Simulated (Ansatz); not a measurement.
C5H8O can be A, `C#CC(C)OC`, or B, `C=CCOC=C`.

Program: Ansatz. Geometries: PBE0-D4/def2-TZVP. ΔE: electronic, gas phase. CBS: MP2 limit from def2 TZ/QZ plus the TZ coupled-cluster correction, frozen cores. DFT in def2-TZVPP. B3LYP here is the variant with VWN-RPA as its local correlation; programs differ in this. Each species was taken in one conformer, which may not be the lowest.

A:

```xyz
14

C     1.642   -1.634    0.786
C     0.834   -0.951    0.219
C    -0.159   -0.122   -0.473
C    -1.327   -0.952   -0.968
O    -0.680    0.887    0.361
C     0.276    1.835    0.762
H     2.356   -2.242    1.290
H     0.345    0.347   -1.334
H    -0.978   -1.735   -1.641
H    -1.837   -1.415   -0.123
H    -2.031   -0.308   -1.498
H    -0.245    2.581    1.361
H     1.071    1.380    1.364
H     0.734    2.331   -0.106
```

B:

```xyz
14

C     0.0071   -1.3755   -2.3527
C    -0.5616   -0.4526   -1.5930
C     0.0552    0.0975   -0.3570
O    -0.8951    0.0267    0.6904
C    -0.5117    0.5200    1.8805
C     0.6581    1.0614    2.2075
H    -0.4588   -1.7238   -3.2667
H     0.9644   -1.8145   -2.0892
H    -1.5255   -0.0313   -1.8666
H     0.3423    1.1486   -0.5053
H     0.9585   -0.4626   -0.0861
H    -1.3164    0.4220    2.6017
H     1.4824    1.1720    1.5165
H     0.8011    1.4120    3.2199
```

Q: Which is lower in electronic energy at CCSD(T)/CBS, and by how much? (Best estimate.)

A: Ansatz gave: B, by 14.2 kcal/mol.

Q: Give E(B) − E(A) in kcal/mol with ωB97M-V, r2SCAN-D4, CCSD/def2-TZVPP, MP2/def2-TZVPP, B3LYP-D4, B3LYP, B2PLYP. (Best estimate.)

A: Ansatz gave: ωB97M-V -15.3, r2SCAN-D4 -17.2, CCSD/def2-TZVPP -13.9, MP2/def2-TZVPP -10.9, B3LYP-D4 -17.0, B3LYP -17.2, B2PLYP -14.8. None reverses the order clearly.

Largest T1 diagnostic: 0.012.

In def2-TZVPP, CCSD(T) changes the Hartree–Fock value by +1.1 kcal/mol (the triples alone add −0.2 kcal/mol) and MP2 by +4.3 kcal/mol. From PBE to PBE0 (25 % exact exchange), in def2-TZVPP and without D4, E(B) − E(A) moves by +0.8 kcal/mol.
